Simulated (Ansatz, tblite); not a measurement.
# B(OMe2)H3 (C₂H₉BO): a ladder of methods and basis sets

Aim: run the singlet of B(OMe2)H3 (C₂H₉BO) at one geometry on many levels, and compare frontier levels, spin and run time.

Computed with Ansatz 0.2.0, Gaussian basis. Level: as each input shows.

Plan: GFN1-xTB, GFN2-xTB, PBE-D4/def2-TZVP, r2SCAN-D4/def2-TZVP, LDA/def2-TZVP, PBE-QIDH/def2-TZVP, r2SCAN0-D4/def2-TZVP, LC-ωPBE/def2-TZVP, r2SCANh-D4/def2-TZVP, B3LYP-D4/def2-TZVP, B2PLYP/def2-TZVP, PBE-D4/def2-SVP, PBE0-D4/def2-SVP, HF/6-31G, B3LYP-D4/6-31G, CCSD(T)/def2-TZVPP, MP2/def2-TZVP, RPA/def2-TZVP.

## Step 1: The geometry

The geometry is that of the singlet, from an earlier relaxation (PBE-D4/def2-SVP).

13 atoms, charge 0, spin multiplicity 1.

Bond lengths: B1–O2 1.652 Å, B1–H11 1.226 Å, B1–H12 1.234 Å, B1–H13 1.226 Å, O2–C3 1.437 Å, O2–C4 1.437 Å, C3–H5 1.103 Å, C3–H6 1.111 Å, C3–H7 1.108 Å, C4–H8 1.111 Å, C4–H9 1.108 Å, C4–H10 1.103 Å. Angles: O2–B1–H11 103.2°, O2–B1–H12 104.2°, O2–B1–H13 103.2°, H11–B1–H12 114.6°, H11–B1–H13 114.9°, H12–B1–H13 114.6°, B1–O2–C3 113.6°, B1–O2–C4 113.6°, C3–O2–C4 113.2°, O2–C3–H5 106.5°, O2–C3–H6 110.3°, O2–C3–H7 109.0°, H5–C3–H6 109.7°, H5–C3–H7 110.7°, H6–C3–H7 110.7°, O2–C4–H8 110.3°, O2–C4–H9 109.0°, O2–C4–H10 106.5° and more.

PBE0-D4/def2-TZVP was run before; its log isn't repeated, and its numbers join the tables.

## Step 2: GFN1-xTB

Tight binding, by tblite at 300 K electronic temperature and without a spin-polarisation term:

```python
tblite.interface.Calculator('GFN1-xTB', numbers, positions, charge=0, uhf=0).singlepoint()
```

Energy -411.5884 eV, HOMO -10.86 eV, LUMO -4.30 eV; 0.02 s.

## Step 3: GFN2-xTB

Tight binding, by tblite at 300 K electronic temperature and without a spin-polarisation term:

```python
tblite.interface.Calculator('GFN2-xTB', numbers, positions, charge=0, uhf=0).singlepoint()
```

Energy -385.0559 eV, HOMO -10.11 eV, LUMO -1.83 eV; 0.007 s.

## Step 4: PBE-D4/def2-TZVP

start.molden holds the orbitals of an earlier run on this state, given as this run's starting guess.

in.yaml

```yaml
crystal:
  periodic: [false, false, false]
  atoms:
    - {symbol: B, position_ang: [0.191075, -0.333756, -1.494938]}
    - {symbol: O, position_ang: [0.200442, -0.338852, 0.157168]}
    - {symbol: C, position_ang: [-1.105940, -0.481892, 0.739303]}
    - {symbol: C, position_ang: [0.960655, 0.737809, 0.730634]}
    - {symbol: H, position_ang: [-1.560176, -1.372553, 0.272903]}
    - {symbol: H, position_ang: [-1.725995, 0.413226, 0.518341]}
    - {symbol: H, position_ang: [-0.999826, -0.623474, 1.833398]}
    - {symbol: H, position_ang: [0.473906, 1.712235, 0.511345]}
    - {symbol: H, position_ang: [1.042510, 0.579099, 1.824465]}
    - {symbol: H, position_ang: [1.956064, 0.704914, 0.256047]}
    - {symbol: H, position_ang: [1.383456, -0.325826, -1.782103]}
    - {symbol: H, position_ang: [-0.414962, 0.699567, -1.791201]}
    - {symbol: H, position_ang: [-0.401211, -1.370498, -1.775352]}
basis:
  gaussian: {orbitals: def2-TZVP, initial_orbitals: start.molden}
hamiltonian: {xc: pbe, dispersion: d4}
scf: {omitted_lower_state_checks: [starts]}
output: {forces: true, orbitals: {seedname: orbitals}}
```

Started as:

```bash
$ ansatz run in.yaml --threads 4 --pin off --events-out ev --progress --plain --max-ram 3916MiB
```

After this run come: r2SCAN-D4/def2-TZVP; LDA/def2-TZVP; PBE-QIDH/def2-TZVP; r2SCAN0-D4/def2-TZVP; LC-ωPBE/def2-TZVP; r2SCANh-D4/def2-TZVP; B3LYP-D4/def2-TZVP; B2PLYP/def2-TZVP; PBE-D4/def2-SVP; PBE0-D4/def2-SVP; HF/6-31G; B3LYP-D4/6-31G; CCSD(T)/def2-TZVPP; MP2/def2-TZVP; RPA/def2-TZVP.

Q: Predict the results of all the runs planned. Wanted: gap in def2-TZVP, named functionals, smallest and largest; correlation energy, CCSD(T)/def2-TZVPP; correlation energy, MP2/def2-TZVP; binding an atom, CCSD(T)/def2-TZVPP; PBE0 total energy, smallest basis above largest.

As calculated:

| quantity | value |
| --- | --- |
| gap in def2-TZVP, named functionals, smallest and largest | 5.90 eV (LDA), 13.43 eV (LC-ωPBE) |
| correlation energy, CCSD(T)/def2-TZVPP | -22.02 eV |
| correlation energy, MP2/def2-TZVP | -19.29 eV |
| binding an atom, CCSD(T)/def2-TZVPP | 3.599 eV |
| PBE0 total energy, smallest basis above largest | 5.51 eV (def2-SVP, def2-TZVP) |

In words: Over the named functionals in def2-TZVP the gap runs from 5.90 eV (LDA) to 13.43 eV (LC-ωPBE); exact exchange widens it. A small miss in a minimal or small basis is a cancelling of errors, not accuracy. The functionals in def2-TZVP miss CCSD(T)/def2-TZVPP by +0.035 (r2SCAN0-D4) to +0.565 eV (LDA) an atom. CCSD(T)/def2-TZVPP isn't at the basis-set limit; small misses against it rank nothing.
